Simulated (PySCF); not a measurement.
# Solver options tried on O2 (triplet)

Do solver options change the result for O2 (triplet), or only the number of cycles?

Program: PySCF 2.14.0. Level of theory: each script names its method and basis. These are calculated values, not measurements.

2 further runs of the same task are left out: 2 that didn't finish.

## (1) The starting structure

O2 (triplet): 2 atoms, charge 0, spin multiplicity 3.

Bond lengths: O1–O2 1.140 Å.

## (2) Base script

Contents of input.py:

```python
from pyscf import gto, dft, tdscf

mol = gto.M(
    atom='O 0 0 0; O 0 0 1.14',
    basis='aug-cc-pvdz',
    charge=0,
    spin=2,
    verbose=4,
)
mf = dft.UKS(mol, xc='pw91')
mf.kernel()
td = tdscf.TDA(mf)
td.nstates = 5
td.kernel()
td.analyze()
mf.dip_moment()
print('orbital energies (hartree):', [e[max(0, n-3):n+3].round(4) for e, n in zip(mf.mo_energy, mol.nelec)])
```

Command:

```sh
OMP_NUM_THREADS=1 python input.py
```

Its log is not repeated here.

In short: E(SCF) = -150.304440 Eh, 7 cycles, ⟨S²⟩ = 2.004, μ = 0.00 D, excitations 7.36, 7.36, 7.65, 7.65, 7.88 eV.

The bond length is a typed value, not an optimised one. The triplet is typed in the script; nothing here shows that it is the ground state.

## (3) Second-order solver on

Run 1 changes second-order solver: off → on.

Changes to input.py since step 2:

```diff
@@ -10,2 +10,3 @@
 mf = dft.UKS(mol, xc='pw91')
+mf = mf.newton()
 mf.kernel()
```

Command:

```sh
OMP_NUM_THREADS=1 python input.py
```

Output:

```text
PySCF version 2.14.0

[INPUT] verbose = 4
[INPUT] num. atoms = 2
[INPUT] num. electrons = 16
[INPUT] charge = 0
[INPUT] spin (= nelec alpha-beta = 2S) = 2
[INPUT] symmetry False subgroup None
[INPUT] Mole.unit = angstrom
[INPUT] Symbol           X                Y                Z      unit          X                Y                Z       unit  Magmom
[INPUT]  1 O      0.000000000000   0.000000000000   0.000000000000 AA    0.000000000000   0.000000000000   0.000000000000 Bohr   0.0
[INPUT]  2 O      0.000000000000   0.000000000000   1.140000000000 AA    0.000000000000   0.000000000000   2.154287782004 Bohr   0.0

nuclear repulsion = 29.7081942972632
number of shells = 16
number of NR pGTOs = 70
number of NR cGTOs = 46
basis = aug-cc-pvdz
ecp = {}

******** <class 'pyscf.soscf.newton_ah.SecondOrderUKS'> ********
method = SecondOrderUKS
initial guess = minao
damping factor = 0
level_shift factor = 0
DIIS = <class 'pyscf.scf.diis.CDIIS'>
diis_start_cycle = 1
diis_space = 8
diis_damp = 0
SCF conv_tol = 1e-09
SCF conv_tol_grad = None
SCF max_cycles = 50
direct_scf = True
direct_scf_tol = 1e-13
number electrons alpha = 9  beta = 7
XC library pyscf.dft.libxc version 7.0.0
    S. Lehtola, C. Steigemann, M. J.T. Oliveira, and M. A.L. Marques.,  SoftwareX 7, 1–5 (2018)
XC functionals = pw91
    J. P. Perdew. In P. Ziesche and H. Eschrig, editors, Proceedings of the 75. WE-Heraeus-Seminar and 21st Annual International Symposium on Electronic Structure of Solids, 11. Berlin, 1991. Akademie Verlag.
    J. P. Perdew, J. A. Chevary, S. H. Vosko, K. A. Jackson, M. R. Pederson, D. J. Singh, and C. Fiolhais.,  Phys. Rev. B 46, 6671 (1992)
    J. P. Perdew, J. A. Chevary, S. H. Vosko, K. A. Jackson, M. R. Pederson, D. J. Singh, and C. Fiolhais.,  Phys. Rev. B 48, 4978 (1993)
    J. P. Perdew. In P. Ziesche and H. Eschrig, editors, Proceedings of the 75. WE-Heraeus-Seminar and 21st Annual International Symposium on Electronic Structure of Solids, 11. Berlin, 1991. Akademie Verlag.
    J. P. Perdew, J. A. Chevary, S. H. Vosko, K. A. Jackson, M. R. Pederson, D. J. Singh, and C. Fiolhais.,  Phys. Rev. B 46, 6671 (1992)
    J. P. Perdew, J. A. Chevary, S. H. Vosko, K. A. Jackson, M. R. Pederson, D. J. Singh, and C. Fiolhais.,  Phys. Rev. B 48, 4978 (1993)
radial grids:
    Treutler-Ahlrichs [JCP 102, 346 (1995); DOI:10.1063/1.469408] (M4) radial grids

becke partition: Becke, JCP 88, 2547 (1988); DOI:10.1063/1.454033
pruning grids: <function nwchem_prune>
grids dens level: 3
symmetrized grids: False
atomic radii adjust function: <function treutler_atomic_radii_adjust>
small_rho_cutoff = 0
******** <class 'pyscf.dft.uks.UKS'> Newton solver flags ********
SCF tol = 1e-09
conv_tol_grad = None
max. SCF cycles = 50
direct_scf = True
direct_scf_tol = 1e-13
max_cycle_inner = 12
max_stepsize = 0.05
ah_start_tol = 1e+09
ah_level_shift = 0
ah_conv_tol = 1e-12
ah_lindep = 1e-14
ah_start_cycle = 1
ah_max_cycle = 40
ah_grad_trust_region = 2.5
kf_interval = 4
kf_trust_region = 5
canonicalization = True
Set conv_tol_grad to 3.16228e-05
tot grids = 28168
[... the frontier-level lines of each cycle are left out ...]

Initial guess E= -150.296196644638  |g|= 0.144282
macro= 0  E= -150.304439825611  delta_E= -0.00824318  |g|= 0.00704153  2 KF 8 JK
macro= 1  E= -150.304439831844  delta_E= -6.23373e-09  |g|= 8.2207e-05  1 KF 4 JK
macro= 2  E= -150.304439831845  delta_E= -8.52651e-14  |g|= 3.87427e-06  1 KF 2 JK
Canonicalize SCF orbitals
macro X = 3  E=-150.304439831845  |g|= 3.87427e-06  total 5 KF 18 JK
converged SCF energy = -150.304439831845  <S^2> = 2.0039317  2S+1 = 3.00262

******** <class 'pyscf.tdscf.uks.TDA'> for <class 'pyscf.dft.uks.UKS'> ********
nstates = 5
deg_eia_thresh = 1.000e-03
wfnsym = None
conv_tol = 1e-05
eigh lindep = 1e-12
eigh level_shift = 0
eigh max_cycle = 100

Excitation energies (eV)
[7.35531452 7.35531452 7.64929646 7.64929646 7.87894462]

** Excitation energies and oscillator strengths **
Excited State   1:      7.35531 eV    168.56 nm  f=0.0107
       9a ->   10a      0.99910
Excited State   2:      7.35531 eV    168.56 nm  f=0.0107
       8a ->   10a      0.99910
Excited State   3:      7.64930 eV    162.09 nm  f=0.0000
       9a ->   11a      0.98881
       5b ->    9b      0.14757
Excited State   4:      7.64930 eV    162.09 nm  f=0.0000
       8a ->   11a      0.98881
       5b ->    8b      0.14757
Excited State   5:      7.87894 eV    157.36 nm  f=0.0000
       8a ->   12a      0.26064
       8a ->   13a     -0.12129
       9a ->   12a      0.12129
       9a ->   13a      0.26064
       6b ->    9b     -0.64546
       7b ->    8b     -0.64546

** Transition electric dipole moments (AU) **
state          X           Y           Z        Dip. S.      Osc.
  1         0.0038     -0.2438     -0.0000      0.0594      0.0107
  2        -0.2438     -0.0038      0.0000      0.0594      0.0107
  3        -0.0000      0.0000      0.0000      0.0000      0.0000
  4         0.0000      0.0000      0.0000      0.0000      0.0000
  5        -0.0000     -0.0000      0.0000      0.0000      0.0000

** Transition velocity dipole moments (imaginary part, AU) **
state          X           Y           Z        Dip. S.      Osc.
  1         0.0012     -0.0787      0.0000      0.0062      0.0153
  2        -0.0787     -0.0012     -0.0000      0.0062      0.0153
  3        -0.0000      0.0000      0.0000      0.0000      0.0000
  4         0.0000      0.0000      0.0000      0.0000      0.0000
  5        -0.0000     -0.0000      0.0000      0.0000      0.0000

** Transition magnetic dipole moments (imaginary part, AU) **
state          X           Y           Z
  1        -0.0000     -0.0000      0.0000
  2        -0.0000      0.0000      0.0000
  3        -0.5555     -0.0120     -0.0000
  4        -0.0120      0.5555      0.0000
  5         0.0000      0.0000      0.0000
Dipole moment(X, Y, Z, Debye): -0.00000, -0.00000,  0.00000
orbital energies (hartree): [array([-0.5107, -0.2315, -0.2315,  0.0426,  0.0527,  0.0774]), array([-0.4746, -0.4578, -0.4578, -0.1473, -0.1473,  0.0626])]
```

It took 8.7 s on 1 thread of AMD EPYC 7R43, shared host.

Result: E(SCF) = -150.304440 Eh (no change), 3 macro-iterations, ⟨S²⟩ = 2.004, μ = 0.00 D, excitations 7.36, 7.36, 7.65, 7.65, 7.88 eV.

The absorption lines that the run found.

| excitation energy (eV) | relative intensity |
| --- | --- |
| 7.36 | 100 |

## (4) Smearing width 0.01 hartree

Run 2 changes smearing width: none → 0.01 hartree; step after the SCF: tda → none.

Changes to input.py since step 2:

```diff
@@ -1,2 +1,2 @@
-from pyscf import gto, dft, tdscf
+from pyscf import gto, dft, scf
 
@@ -10,7 +10,4 @@
 mf = dft.UKS(mol, xc='pw91')
+mf = scf.addons.smearing_(mf, sigma=0.01, method='fermi')
 mf.kernel()
-td = tdscf.TDA(mf)
-td.nstates = 5
-td.kernel()
-td.analyze()
 mf.dip_moment()
```

Command:

```sh
OMP_NUM_THREADS=1 python input.py
```

Output:

```text
[... 20 set-up lines left out, the same as in an earlier log ...]
******** <class 'pyscf.scf.smearing.SmearingUKS'> ********
method = SmearingUKS
[... 31 set-up lines left out, the same as in an earlier log ...]
Set gradient conv threshold to 3.16228e-05
[... 1 set-up line left out, the same as in an earlier log ...]
init E= -150.689431622869
    sigma = 0.01  Optimized mu = -0.22325341374  entropy = 2.77258872256
    Total E(T) = -150.256123864772  Free energy = -150.283849751998  E0 = -150.269986808385
cycle= 1 E= -150.256123864772  delta_E= 0.433  |g|= 0.172  |ddm|= 0.932
    sigma = 0.01  Optimized mu = -0.174908100258  entropy = 2.77258873016
    Total E(T) = -150.259591202275  Free energy = -150.287317089576  E0 = -150.273454145926
cycle= 2 E= -150.259591202275  delta_E= -0.00347  |g|= 0.115  |ddm|= 0.189
    sigma = 0.01  Optimized mu = -0.202217112086  entropy = 2.77258872344
    Total E(T) = -150.262342557448  Free energy = -150.290068444683  E0 = -150.276205501066
cycle= 3 E= -150.262342557448  delta_E= -0.00275  |g|= 0.0299  |ddm|= 0.0932
    sigma = 0.01  Optimized mu = -0.19673068404  entropy = 2.77258872409
    Total E(T) = -150.26248276207  Free energy = -150.29020864931  E0 = -150.27634570569
cycle= 4 E= -150.26248276207  delta_E= -0.00014  |g|= 0.00104  |ddm|= 0.0155
    sigma = 0.01  Optimized mu = -0.196881765962  entropy = 2.7725887241
    Total E(T) = -150.262482902985  Free energy = -150.290208790226  E0 = -150.276345846605
cycle= 5 E= -150.262482902985  delta_E= -1.41e-07  |g|= 6.01e-05  |ddm|= 0.000397
    sigma = 0.01  Optimized mu = -0.196894960497  entropy = 2.77258872411
    Total E(T) = -150.262482903294  Free energy = -150.290208790535  E0 = -150.276345846914
cycle= 6 E= -150.262482903294  delta_E= -3.09e-10  |g|= 3.56e-06  |ddm|= 4.52e-05
    sigma = 0.01  Optimized mu = -0.196896654126  entropy = 2.77258872411
    Total E(T) = -150.262482903294  Free energy = -150.290208790535  E0 = -150.276345846914
Extra cycle  E= -150.262482903294  delta_E= 1.42e-13  |g|= 3.13e-06  |ddm|= 4.29e-06
converged SCF energy = -150.262482903294  <S^2> = -2.1316282e-14  2S+1 = 1
Dipole moment(X, Y, Z, Debye):  0.00000,  0.00000, -0.00000
orbital energies (hartree): [array([-0.4977, -0.1969, -0.1969,  0.0473,  0.057 ,  0.0808]), array([-0.4988, -0.4988, -0.4977, -0.1969, -0.1969,  0.0473])]
```

Wall time 2 s (1 thread of AMD EPYC 7R43, shared host).

This run: E(SCF) = -150.262483 Eh, 6 cycles, ⟨S²⟩ = 0.000, μ = 0.00 D.

Smearing with one chemical potential does not keep the typed spin. The energy is that at the smeared occupations, without the entropy term. Smearing with one chemical potential need not keep the typed spin, and ⟨S²⟩ has no meaning at fractional occupations. Both spins end with the same levels: the smearing has lost the typed open shell.

## (5) Point-group symmetry on

Run 3 changes point-group symmetry: off → on.

Changes to input.py since step 2:

```diff
@@ -7,2 +7,3 @@
     spin=2,
+    symmetry=True,
     verbose=4,
```

Command:

```sh
OMP_NUM_THREADS=1 python input.py
```

Output:

```text
[lines on the frontier levels of each cycle are left out]
[... 7 set-up lines left out, the same as in an earlier log ...]
[INPUT] symmetry True subgroup None
[... 6 set-up lines left out, the same as in an earlier log ...]
point group symmetry = Dooh
symmetry origin: [0.         0.         1.07714389]
symmetry axis x: [1. 0. 0.]
symmetry axis y: [0. 1. 0.]
symmetry axis z: [0. 0. 1.]
num. orbitals of irrep A1g = 9
num. orbitals of irrep E1gx = 5
num. orbitals of irrep E1gy = 5
num. orbitals of irrep A1u = 9
num. orbitals of irrep E1uy = 5
num. orbitals of irrep E1ux = 5
num. orbitals of irrep E2gx = 2
num. orbitals of irrep E2gy = 2
num. orbitals of irrep E2uy = 2
num. orbitals of irrep E2ux = 2
[... 6 set-up lines left out, the same as in an earlier log ...]
******** <class 'pyscf.dft.uks_symm.SymAdaptedUKS'> ********
method = SymAdaptedUKS
[... 28 set-up lines left out, the same as in an earlier log ...]
symmetrized grids: True
[... 2 set-up lines left out, the same as in an earlier log ...]
Freeze 0 electrons in irreps []
    16 free electrons in irreps A1g E1gx E1gy A1u E1uy E1ux E2gx E2gy E2uy E2ux
[... 2 set-up lines left out, the same as in an earlier log ...]
init E= -150.689431622869

cycle= 1 E= -150.296196644638  delta_E= 0.393  |g|= 0.144  |ddm|= 1.29
cycle= 2 E= -150.30202599099  delta_E= -0.00583  |g|= 0.0789  |ddm|= 0.209
cycle= 3 E= -150.304288492424  delta_E= -0.00226  |g|= 0.0191  |ddm|= 0.0972
cycle= 4 E= -150.304425283786  delta_E= -0.000137  |g|= 0.00599  |ddm|= 0.0214
cycle= 5 E= -150.304439821784  delta_E= -1.45e-05  |g|= 0.000131  |ddm|= 0.00609
cycle= 6 E= -150.304439831821  delta_E= -1e-08  |g|= 7.51e-06  |ddm|= 0.00019
cycle= 7 E= -150.304439831851  delta_E= -3e-11  |g|= 6.84e-07  |ddm|= 9.02e-06
Extra cycle  E= -150.304439831851  delta_E= 2.56e-13  |g|= 4.36e-07  |ddm|= 9.63e-07
converged SCF energy = -150.304439831851  <S^2> = 2.0039315  2S+1 = 3.0026199

******** <class 'pyscf.tdscf.uks.TDA'> for <class 'pyscf.dft.uks_symm.SymAdaptedUKS'> ********
nstates = 5
deg_eia_thresh = 1.000e-03
wfnsym = None
conv_tol = 1e-05
eigh lindep = 1e-12
eigh level_shift = 0
eigh max_cycle = 100

Excitation energies (eV)
[7.35528359 7.35528359 7.64926821 7.64926821 7.87894056]

** Excitation energies and oscillator strengths **
Excited State   1: E1uy      7.35528 eV    168.56 nm  f=0.0107
       9a ->   10a     -0.99910
Excited State   2: E1ux      7.35528 eV    168.56 nm  f=0.0107
       8a ->   10a     -0.99910
Excited State   3: E1gx      7.64927 eV    162.09 nm  f=0.0000
       8a ->   11a     -0.98883
       5b ->    8b      0.14758
Excited State   4: E1gy      7.64927 eV    162.09 nm  f=0.0000
       9a ->   11a     -0.98883
       5b ->    9b      0.14758
Excited State   5: E2uy      7.87894 eV    157.36 nm  f=0.0000
       8a ->   12a     -0.28749
       9a ->   13a     -0.28749
       6b ->    8b     -0.64545
       7b ->    9b     -0.64545

** Transition electric dipole moments (AU) **
state          X           Y           Z        Dip. S.      Osc.
  1         0.0000      0.2438      0.0000      0.0594      0.0107
  2         0.2438      0.0000     -0.0000      0.0594      0.0107
  3        -0.0000      0.0000     -0.0000      0.0000      0.0000
  4        -0.0000     -0.0000      0.0000      0.0000      0.0000
  5         0.0000     -0.0000      0.0000      0.0000      0.0000

** Transition velocity dipole moments (imaginary part, AU) **
state          X           Y           Z        Dip. S.      Osc.
  1         0.0000      0.0787      0.0000      0.0062      0.0153
  2         0.0787      0.0000     -0.0000      0.0062      0.0153
  3        -0.0000      0.0000     -0.0000      0.0000      0.0000
  4        -0.0000     -0.0000      0.0000      0.0000      0.0000
  5         0.0000     -0.0000      0.0000      0.0000      0.0000

** Transition magnetic dipole moments (imaginary part, AU) **
state          X           Y           Z
  1         0.0000      0.0000      0.0000
  2        -0.0000     -0.0000     -0.0000
  3        -0.0000     -0.5556     -0.0000
  4         0.5556      0.0000      0.0000
  5        -0.0000      0.0000      0.0000
Dipole moment(X, Y, Z, Debye):  0.00000,  0.00000,  0.00000
orbital energies (hartree): [array([-0.5107, -0.2315, -0.2315,  0.0426,  0.0527,  0.0774]), array([-0.4746, -0.4578, -0.4578, -0.1473, -0.1473,  0.0626])]
```

Run time: 6.9 s. Hardware: 1 thread of AMD EPYC 7R43, shared host.

Result: E(SCF) = -150.304440 Eh (no change), 7 cycles, ⟨S²⟩ = 2.004, μ = 0.00 D, excitations 7.36, 7.36, 7.65, 7.65, 7.88 eV.

The absorption lines that the run found.

excitation energy (eV) (relative intensity): 7.36 (100)

## (6) Side by side

| run | E(SCF) (hartree) | from base (eV) | cycles | gap, α spin (eV) | after the SCF |
| --- | --- | --- | --- | --- | --- |
| base | -150.304440 | 0 | 7 | 7.46 | lowest root found 7.36 eV |
| second-order solver on | -150.304440 | 0.0000 | 3 macro | 7.46 | lowest root found 7.36 eV |
| smearing width 0.01 hartree | -150.262483 | not comparable | 6 | n/a | n/a |
| point-group symmetry on | -150.304440 | 0.0000 | 7 | 7.46 | lowest root found 7.36 eV |

Wall time on 1 thread of AMD EPYC 7R43, shared host, start-up included: base 6.6 s; second-order solver on 8.7 s; smearing width 0.01 hartree 2 s; point-group symmetry on 6.9 s.

Distance from each run's final energy (log10 hartree) by cycle:

| run | cycle 1 | cycle 2 | cycle 3 | cycle 5 | cycle 8 | cycle 12 |
| --- | --- | --- | --- | --- | --- | --- |
| base | -2.1 | -2.6 | -3.8 | -8.0 | done | done |
| second-order solver on | -8.2 | < -11 | < -11 | done | done | done |
| smearing width 0.01 hartree | -2.2 | -2.5 | -3.9 | -9.5 | done | done |
| point-group symmetry on | -2.1 | -2.6 | -3.8 | -8.0 | done | done |

In words: With second-order solver on or point-group symmetry on the SCF ends at the base energy.
